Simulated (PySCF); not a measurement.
# AlFH5N: the cost of one run

Programs: PySCF 2.14.0, with density-fitted response routines of our own. Each step states its level of theory. These are calculated values for one molecule in the gas phase, unless marked as measured. Atoms count from 0, in the outputs and in this text.

### Step 1. The starting structure

8 atoms, charge 0, multiplicity 1; geometry from: PBE0-D3(BJ)/def2-SVP.

Bonds of the start (Å): N0–Al1 2.06, Al1–F2 1.69, N0–H3 1.02, N0–H4 1.02, N0–H5 1.02, Al1–H6 1.60, Al1–H7 1.60.

### Step 2. Shielding tensors: PBE0/6-31G*

Job settings and geometry (Å):

```
{"job": {"kind": "nmr", "xc": "PBE0", "basis": "6-31G*", "pop": true}, "charge": 0, "multiplicity": 1}
N     -0.969264     0.018560    -0.141535
Al     1.068068    -0.102388     0.122671
F      1.277855     1.539768     0.472334
H     -1.407561     0.382417     0.706598
H     -1.189787     0.668472    -0.898124
H     -1.413787    -0.874390    -0.359881
H      1.539559    -0.564346    -1.333502
H      1.149505    -1.086131     1.380612
```

With the program's defaults for keys left out, this is: GIAO PBE0/6-31G* NMR shielding, non-relativistic, gas phase.

Command:

```bash
$ OMP_NUM_THREADS=1 python probes_run.py task.json out
```

The driver reads the jobs from task.json and runs them one after another.

Q: Estimate the wall time and peak memory of this first job on 1 thread of Arm Neoverse N1, shared host.

About 5.2 s, with a peak of 0.34 GiB.
